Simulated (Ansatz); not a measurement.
# Molecular dynamics of C4H3, charge -1

The input (input.yaml):

```yaml
crystal:
  periodic: [false, false, false]
  atoms:
    - { symbol: C, position_ang: [-0.767309, 0.984623, 0.015003] }
    - { symbol: C, position_ang: [0.111426, -0.021397, 0.249031] }
    - { symbol: C, position_ang: [1.109919, -0.852142, 1.160226] }
    - { symbol: C, position_ang: [0.836811, -1.157741, -0.189575] }
    - { symbol: H, position_ang: [-1.260832, 1.1399, -0.962988] }
    - { symbol: H, position_ang: [-1.051925, 1.721029, 0.786872] }
    - { symbol: H, position_ang: [1.0219, -1.81427, -1.058558] }
total_charge: -1
basis:
  gaussian: { orbitals: STO-3G }
hamiltonian:
  xc: blyp
  dispersion: d4
md:
  timestep: 0.5
  n_steps: 300
  ensemble: nve
  temperature: 400.0
  initial_velocities: maxwell_boltzmann
  seed: 31164
scf:
  lower_state_search: "off"
```

Run as:

```bash
$ ansatz run input.yaml --threads 1 --pin off --max-ram 2048MiB --backend cpu --events-out ev --progress --plain --runs-dir out
```

It starts from a relaxed structure.

Output, in part (step lines, the closing report, with atoms numbered from 0):

```
md step     0: t =     0.00 fs  T =   400.0 K  F+E_penalty+E_count = -4135.36351539 eV  E_kin = 0.258520 eV  conserved = -4135.10499539 eV  (13 SCF iters)
[... lines left out ...]
Total energy: -4135.23605553 eV, -151.9671220771 hartree
Atom 0 at    -0.758919     1.016446    -0.000825 Å, force     1.300782    -1.136937     2.421321 eV/Å
Atom 1 at     0.121213    -0.028126     0.261184 Å, force    -1.304357     1.091889    -0.918182 eV/Å
Atom 2 at     1.106235    -0.848445     1.148246 Å, force     0.394613    -0.137719     0.980378 eV/Å
Atom 3 at     0.834154    -1.175102    -0.185696 Å, force    -0.056527     0.421845    -0.307255 eV/Å
Atom 4 at    -1.332863     1.103386    -0.892434 Å, force    -0.694991     0.025218    -1.571696 eV/Å
Atom 5 at    -1.187438     1.612436     0.843356 Å, force     0.405296    -0.081112    -0.357916 eV/Å
Atom 6 at     1.088404    -1.805364    -1.045285 Å, force    -0.044816    -0.183184    -0.246650 eV/Å
Dipole moment:    -0.171693    -0.043145    -0.402297 e Å
```

The steps, from the saved trajectory:

```tsv
time (fs)	T (K)	potential energy less start (eV)	conserved less start (meV/atom)
0.0	400	0.000	0.00
5.0	224	0.114	0.07
10.0	189	0.137	0.04
15.0	168	0.150	0.06
20.0	264	0.089	0.06
25.0	290	0.071	0.05
30.0	241	0.103	0.09
35.0	177	0.144	0.07
40.0	154	0.160	0.12
45.0	278	0.079	0.08
50.0	225	0.114	0.14
55.0	210	0.124	0.12
60.0	179	0.144	0.15
65.0	119	0.182	0.16
70.0	242	0.103	0.14
75.0	193	0.135	0.17
80.0	227	0.113	0.13
85.0	159	0.157	0.17
90.0	199	0.131	0.13
95.0	147	0.164	0.17
100.0	225	0.114	0.13
105.0	225	0.114	0.17
110.0	178	0.144	0.15
115.0	174	0.147	0.17
120.0	185	0.140	0.14
125.0	191	0.136	0.18
130.0	201	0.130	0.16
135.0	150	0.163	0.19
140.0	185	0.140	0.18
145.0	181	0.143	0.18
150.0	205	0.128	0.19
```

The run went to its last step. The conserved energy stayed within 0.24 meV per atom of its start (net change 0.19 meV per atom), so the integration is sound. The temperature averaged 0.50 of the 400 K drawn at the start: a run that starts near a minimum puts about half its kinetic energy into the potential. A run of 0.15 ps of so small a system gives no equilibrium averages. Limits of this set-up: minimal basis, an anion without diffuse functions, the dipole of an ion depends on the origin.

The same pairs are bonded in the first frame and the last. Pairs count as bonded within 1.25 times the sum of covalent radii (0.12 Å more for H–H).

Last frame:

```xyz
7
Properties=species:S:1:pos:R:3
C -0.759 1.016 -0.001
C 0.121 -0.028 0.261
C 1.106 -0.848 1.148
C 0.834 -1.175 -0.186
H -1.333 1.103 -0.892
H -1.187 1.612 0.843
H 1.088 -1.805 -1.045
```

The run took 2.6 min on 1 thread of Arm Neoverse V2 (shared host), peak memory 0.07 GiB.
